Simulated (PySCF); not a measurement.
Lithium hydride, LiH.
Atom-mapped SMILES: `[LiH:1]` (hydrogens: H2 on Li1)

Level of theory: TDDFT CAM-B3LYP/aug-cc-pVTZ, vertical, gas phase, core orbitals frozen in the response (PySCF 2.14.0, density-fitted response routines). Isolated species at its PBE0-D3(BJ)/def2-TZVP geometry, gas phase.

Frontier orbitals with the atoms that hold most of them (Löwdin shares over 4%, at most four atoms; ? is withheld):

```csv
orbital,ε (eV),atoms
LUMO+2,0.20,Li1 98%
LUMO+1,0.20,Li1 98%
LUMO,-0.77,"Li1 91%, H2 9%"
HOMO,?,"H2 65%, Li1 35%"
HOMO-1,-56.43,"Li1 94%, H2 6%"
```

(1) What is the HOMO energy, and the HOMO–LUMO gap?

Answers

(1) ε(HOMO) = -6.87 eV; the gap is 6.10 eV (0.2240 hartree).

Within 0.005 eV of a neighbour in this list lie LUMO+1/LUMO+2 (point group found: C∞v).

**Question.** The HOMO–LUMO gap is 6.10 eV. Where does the response calculation put the lowest singlet, and from which orbitals?

**Answer.** S1 is at 3.48 eV (f = 0.073), 2.61 eV below the gap, made of HOMO→LUMO (92%). 

Next come S2 at 4.54 eV (f 0.180), HOMO→LUMO+1/LUMO+2 (≥67%), HOMO→LUMO+6 (21%); S3 at 4.54 eV (f 0.180), HOMO→LUMO+1/LUMO+2 (≥66%), HOMO→LUMO+5 (21%); S4 at 5.58 eV (f 0.013), HOMO→LUMO+3 (53%), HOMO→LUMO+4 (33%); S5 at 5.86 eV (f 0.0010), HOMO→LUMO+4 (60%), HOMO→LUMO+3 (31%).

Orbitals of the list HOMO-1 to LUMO+2 that lie within 0.01 eV of each other are written together with a slash and their weights summed (≥ marks a lower bound); for degenerate orbitals outside that list single weights are arbitrary.

Löwdin shares depend on the basis, the more so with diffuse functions.
